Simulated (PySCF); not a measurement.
Species: C3H3F2O (charge +1).
Bonds: O1–C2 (triple), C2–C3, C3–C4, C4–F5, C4–F6. Hydrogens: H7, H8 on C3; H9 on C4.

Method used: PySCF 2.14.0, PBE0-D3(BJ)/def2-SVP geometry optimisation, gas phase.

Q: List the bond lengths, angles and torsions at this level.

A: 
```csv
bond,length (pm)
O1≡C2,111.6
C2–C3,142.1
C3–C4,157.3
C4–F5,133.3
C4–F6,131.9
"C3–H7, C3–H8",110.9
C4–H9,110.3
```

Bonds in one row agree within 1 pm and their mean is given. A selection of angles:
```csv
angle,degrees
O1–C2–C3,178.8
C2–C3–C4,112.6
C2–C3–H7,106.3
C2–C3–H8,108.4
C4–C3–H7,108.2
C4–C3–H8,112.5
H7–C3–H8,108.6
C3–C4–F5,107.2
C3–C4–F6,105.9
C3–C4–H9,111.9
F5–C4–F6,110.8
F5–C4–H9,110.3
F6–C4–H9,110.7
```

Torsions: C2–C3–C4–F5 47° (synclinal). The mirror-image conformer, all signs reversed, is as good.

The 2 C–C bonds span 1.421 Å (C2–C3, drawn single) to 1.573 Å (C3–C4, drawn single), a spread of 0.152 Å.

Point group: C1 (no symmetry element, even within 0.4 Å). No frequency check.
